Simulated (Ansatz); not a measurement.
A calculation with Ansatz (development build ahead of 0.2.0).

```yaml
crystal:
  periodic: [false, false, false]
  atoms:
    - { symbol: C, position_ang: [0.0, 0.0, 0.0] }
    - { symbol: H, position_ang: [0.0, 1.2, 0.9] }
    - { symbol: H, position_ang: [0.0, -1.2, 0.9] }
basis:
  gaussian: { orbitals: pcseg-2 }
magnetization:
  initial_magnetization: 2
hamiltonian:
  xc: pbe
```

The input is written out in the form of the current development build from the run's settings.

Output:

* Converged: yes
* Total energy: -38.99775 hartree
* Spin squared of the determinant: 2.000
* Stability test: minimum among restricted orbitals

Caution: stretched shape with no unrestricted run beside it, a lower state can exist; other spin multiplicities may lie lower.
